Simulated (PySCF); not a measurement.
# Bond curve of SF⁺

Set-up: PySCF, no relativity, basis sets S def2-TZVP, F def2-TZVP. Energies in eV from S⁺ + F in their ground configurations at the same level. State: ³Σ⁻ (triplet), unpaired electrons π ↑↑.

All columns are PBE0. A positive dipole points towards F; it is taken about the centre of mass and depends on that origin.

| R (Å) | E (eV) | μ (D) | Mulliken charge on S (basis-dependent) | HOMO (eV) | LUMO (eV) | Mayer bond order | ⟨S²⟩ |
| --- | --- | --- | --- | --- | --- | --- | --- |
| 1.295 | -2.368 | -1.05 | 0.85 | -17.05 | -11.89 | 1.55 | 2.01 |
| 1.355 | -3.287 | -1.40 | 0.90 | -17.33 | -12.18 | 1.51 | 2.01 |
| 1.416 | -3.790 | -1.74 | 0.93 | -17.60 | -12.45 | 1.48 | 2.01 |
| 1.461 | -3.968 | -1.98 | 0.95 | -17.78 | -12.64 | 1.46 | 2.01 |
| 1.506 | -4.017 | -2.22 | 0.97 | -17.95 | -12.82 | 1.44 | 2.01 |
| 1.551 | -3.968 | -2.45 | 0.98 | -18.11 | -12.98 | 1.42 | 2.01 |
| 1.611 | -3.790 | -2.73 | 0.99 | -18.29 | -13.18 | 1.40 | 2.01 |
| 1.687 | -3.444 | -3.07 | 1.01 | -18.50 | -13.39 | 1.37 | 2.01 |
| 1.777 | -2.924 | -3.44 | 1.03 | -18.69 | -13.60 | 1.33 | 2.01 |
| 1.898 | -2.160 | -3.86 | 1.05 | -18.84 | -13.80 | 1.26 | 2.01 |

A fit through these points gives, at Re = 1.504 Å, μ = -2.21 D and dμ/dR = -5.13 D/Å; the reduced mass is 11.92 u.

How strong is the fundamental in the double-harmonic approximation, I = 42.26·(dμ/dR)²/μred km/mol?

I = 42.26·(-5.13)²/11.92 = 93.3 km/mol at PBE0.

For an ion De counts to the pair picked by the measured ionisation energies or electron affinities, which need not be the lowest pair at this level. The state is the lowest determinant that a PBE0 search found; another state may lie lower at other levels.
